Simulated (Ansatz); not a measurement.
A made-up structure of C₂H₂B (charge +1), singlet:

| atom | x (Å) | y (Å) | z (Å) |
| --- | --- | --- | --- |
| B1 | 0.9465 | -0.7519 | -0.5147 |
| C2 | 0.0694 | -0.0563 | -0.0387 |
| C3 | -0.9476 | 0.7525 | 0.5144 |
| H4 | -1.7105 | 1.3598 | 0.9299 |
| H5 | 1.7757 | -1.4104 | -0.9634 |

It is relaxed with PBE-D4/def2-SVP and then PBE0-D4/def2-TZVP (Ansatz 0.2.0). Atoms count as bonded within 1.22 times the sum of their covalent radii (H–H: 0.88 Å). The end point is not checked to be a true minimum.

Problem. Does its bonding change? (A judgement: the text doesn't fix the answer.)

Solution. Computed: No: no bond forms or breaks.

Where it ends: The first stage lowers the energy by 2.41 eV in 5 steps. It ends as C₂H₂B ([BH][C][CH]), total charge +1:
```
5
angstrom
B 0.9740 -0.7740 -0.5291
C -0.0437 0.0343 0.0233
C -0.9200 0.7309 0.4996
H -1.6957 1.3474 0.9212
H 1.8188 -1.4448 -0.9876
```

Labels in which every atom is bracketed show which atoms are joined, not bond orders.

For scale, one of the runs: PBE0-D4/def2-TZVP relaxation, 105 basis functions, launched by `ansatz run in.yaml --threads 2 --pin off --events-out ev --progress --plain --max-ram 4352MiB`. Hardware: 2 CPU threads of an Intel Xeon Platinum 8175M, shared host. Wall time about 5.5 s.
